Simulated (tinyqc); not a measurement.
Inside a calculation. Method: geometry optimisation on the RHF/sto-3g surface (energies and gradients from PySCF), for H2F+, spin multiplicity 1. One step of it, computed by the program tinyqc.

Question. Step 2: move. Quasi-Newton step p = -H^(-1) g (the inverse Hessian comes from BFGS updates; coordinates in the order x, y, z of each atom); steps longer than 0.3 bohr are cut back.

positions after step 1 (bohr):
```
           x          y          z
1F  0.058411   0.051121  -0.081592
2H  0.029301   1.524078   1.009203
3H  0.010554  -1.439139   0.986682
```

gradient (hartree/bohr):
```
              x            y            z
1F   0.00022387   0.00063777  -0.00617121
2H  -0.00016042  -0.00918788   0.00280387
3H  -0.00006346   0.00855011   0.00336734
```

inverse Hessian in use (bohr^2/hartree):
```
           1          2          3          4          5          6          7          8
1   1.000166   0.000163  -0.004646  -0.000099  -0.002768   0.002257  -0.000068   0.002605
2   0.000163   0.999531  -0.004657  -0.000055   0.005486   0.002553  -0.000108  -0.005017
3  -0.004646  -0.004657   1.129662   0.002760   0.078775  -0.062932   0.001886  -0.074118
4  -0.000099  -0.000055   0.002760   1.000056   0.001096  -0.001360   0.000043  -0.001041
5  -0.002768   0.005486   0.078775   0.001096   0.939183  -0.042057   0.001672   0.055332
6   0.002257   0.002553  -0.062932  -0.001360  -0.042057   1.030410  -0.000897   0.039504
7  -0.000068  -0.000108   0.001886   0.000043   0.001672  -0.000897   1.000025  -0.001564
8   0.002605  -0.005017  -0.074118  -0.001041   0.055332   0.039504  -0.001564   0.949685
9   0.002389   0.002104  -0.066730  -0.001400  -0.036718   0.032522  -0.000989   0.034613

           9
1   0.002389
2   0.002104
3  -0.066730
4  -0.001400
5  -0.036718
6   0.032522
7  -0.000989
8   0.034613
9   1.034208
```

Give: positions after step 2.

Answer.

positions after step 2 (bohr):
```
        x       y       z
1F  0.058   0.051  -0.073
2H  0.030   1.533   1.005
3H  0.011  -1.447   0.982
```
